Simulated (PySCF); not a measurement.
**Electronic absorption of HNO**

Compound: HNO.
Atom-mapped SMILES: `[NH:1]=[O:2]` (hydrogens: H3 on N1)

The calculation used TDDFT CAM-B3LYP/aug-cc-pVTZ, vertical, gas phase, core orbitals frozen in the response in PySCF. Isolated species at its PBE0-D3(BJ)/def2-TZVP geometry, gas phase.

Problem. List the vertical singlet excitations with oscillator strengths and describe the spectrum.

Solution. 

| state | λ (nm) | E (eV) | f | symmetry | main configurations (H = HOMO, L = LUMO) |
| --- | --- | --- | --- | --- | --- |
| S1 | 797.5 | 1.55 | 0.0003 | – | H→L (99%) |
| S2 | 213.6 | 5.80 | 0.037 | A′ | H→L+1 (90%) |
| S3 | 170.5 | 7.27 | 0.026 | A′ | H→L+2 (96%) |
| S4 | 164.9 | 7.52 | 0.0021 | A″ | H-1→L (98%) |
| S5 | 159.2 | 7.79 | 0.0022 | A″ | H→L+4 (98%) |
| S6 | 157.2 | 7.89 | 0.061 | A′ | H→L+3 (90%) |
| S7 | 140.7 | 8.81 | 0.034 | A′ | H→L+5 (79%) |
| S8 | 130.8 | 9.48 | 0.0012 | – | H→L+6 (89%) |
| S9 | 127.9 | 9.69 | 0.0024 | A″ | H-3→L (95%) |
| S10 | 125.1 | 9.91 | 0.036 | A′ | H→L+7 (65%), H-2→L (27%) |

Triplets (Tamm–Dancoff): T1 0.56 eV, H→L (98%); T2 5.45 eV, H→L+1 (80%), H→L+5 (10%); T3 5.63 eV, H-2→L (98%); T4 6.26 eV, H-1→L (97%).

The lowest singlet lies at 1.55 eV (798 nm, near infrared) and is dark (f under 0.0005); its leading configuration is HOMO→LUMO (99%). The strongest level in the table is S6 at 7.89 eV (157 nm, f = 0.061). Löwdin shares by element: HOMO oxygen 48%, nitrogen 44%, hydrogen 8%; LUMO nitrogen 51%, oxygen 42%, hydrogen 7%. Weighted by f, the mean energy of these states is 7.96 eV. The oscillator strengths of these states sum to 0.202; summed over the whole spectrum of an exact calculation they would give the number of electrons, 16 (Thomas–Reiche–Kuhn). Orbital energies (eV): HOMO-3 -16.86, HOMO-2 -14.89, HOMO-1 -14.69, HOMO -8.70, LUMO -1.56, LUMO+1 0.20, LUMO+2 1.75. No computed singlet lies between 380 and 750 nm, and the lowest lies beyond, at 798 nm. Symmetry labels in Cs follow from the direction of the transition dipole and are given only for states with f of 0.002 or more. Singlets were solved by full linear response, triplets in the Tamm–Dancoff approximation.
